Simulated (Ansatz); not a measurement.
C5H8O can be A, `C#CCOCC`, or B, `C1=COCCC1`.

Calculated with Ansatz (gas phase, PBE0-D4/def2-TZVP geometries, no zero-point term in ΔE). CCSD(T)/CBS adds triple-zeta CCSD(T) − MP2 to the extrapolated MP2 energy (def2 sets, frozen cores). DFT in def2-TZVPP. B3LYP here is the variant with VWN-RPA as its local correlation; programs differ in this. Each species was taken in one conformer, which may not be the lowest.

**Question.** Which isomer does CCSD(T)/CBS put lower? Give the gap. (Estimate.)

**Answer.** The calculation gave: B, by 159.2 kJ/mol.

**Question.** Give E(B) − E(A) in kJ/mol with CCSD(T)/def2-SVP, HF/def2-TZVPP, B3LYP-D4, LDA (SPW92), B2PLYP, MP2/def2-TZVPP, CCSD(T)/def2-TZVPP. (Best estimate.)

**Answer.** Ansatz gave: CCSD(T)/def2-SVP -168.7, HF/def2-TZVPP -144.2, B3LYP-D4 -159.4, LDA (SPW92) -207.2, B2PLYP -151.5, MP2/def2-TZVPP -157.9, CCSD(T)/def2-TZVPP -159.4. None reverses the order clearly.

**Question.** Does the order hold for the free energy at 298.15 K (harmonic terms from PBE0-D4)? (An estimate is asked.)

**Answer.** Computed: Yes: G(B) − G(A) = -138.8 kJ/mol, for one conformer each.

Largest T1 diagnostic: 0.012.

The D4 term adds −8.9 kJ/mol with B3LYP and −4.2 kJ/mol with PBE0; it sums over pairs of atoms, weighted by their polarisabilities, and B3LYP, whose exchange is more repulsive, gets the larger term. From r2SCAN to r2SCAN0 (25 % exact exchange), in def2-TZVPP and without D4, E(B) − E(A) moves by −6.8 kJ/mol.
